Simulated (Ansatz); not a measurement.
**Phonon frequency of some phosphides, arsenides and antimonides, all zinc-blende**

Method: r²SCAN0 (Ansatz, a program for electronic structure, PAW). References are measured values at room or unstated temperature, uncorrected unless marked, so that the deviations hold thermal and zero-point effects besides the level's error. The table is a random draw of 14 from 16 values with such references.

Values in cm⁻¹.

```
solid                     reference  r²SCAN0  deviation (%)
-----------------------  ----------  -------  -------------
zinc-blende GaAs (L TA)          63       67           +6.3
zinc-blende GaAs (X TO)         257      259           +0.8
zinc-blende InP (X LO)          332      339           +2.1
zinc-blende GaAs (L LA)         207      217           +4.8
zinc-blende InP (L TO)          317      316           -0.3
zinc-blende GaAs (X TA)  82 (79–82)       87           +6.1
zinc-blende InP (L LA)          167      171           +2.4
zinc-blende GaAs (X LO)         240      246           +2.5
zinc-blende InP (L TA)           55       58           +5.5
zinc-blende GaAs (L TO)         264      268           +1.5
zinc-blende GaAs (X LA)         225      231           +2.7
zinc-blende InP (X TA)           68       74           +8.8
zinc-blende InP (X LA)          193      184           -4.7
zinc-blende InP (X TO)          324      327           +0.9
```

Over these 14 values the mean deviation is +2.8 %, the mean absolute deviation 3.5 % (median 2.6 %), and the worst case zinc-blende InP (X TA) at +8.8 %; the value is above the reference in 12 of 14 cases. Over all 16, from unrounded values, the mean deviation is +2.6 % and the mean absolute deviation 3.2 % (median 2.3 %).

Spin–orbit coupling is left out, also for the solids with elements from indium on (zinc-blende InP); its size isn't shown.

Brackets give the range of the sources taken for a reference, where it is wide; it can hold other temperatures.

Differences are worked out from the printed values.

Each level is taken at its own relaxed cell. Ansatz's density-functional and Hartree–Fock values are scalar-relativistic unless marked +SOC, with PAW data made under PBE.

Not in this set, of the phosphides, arsenides and antimonides with a reference value in our tables and a result at some level: 16 for no value at r²SCAN0 (not run, a failed fit, an unstable or unbound cell, or a value held back for tests); 4 for a reference of another kind, counted apart. These can be a level's best or worst cases. At least 8 more with a reference value are held back for tests. Solids without a released value at any level aren't counted. Layered and molecular crystals are counted apart.

References as tabulated in Giannozzi et al., Phys. Rev. B (1991); Ioffe Institute, NSM Archive: InP, mechanic properties page.
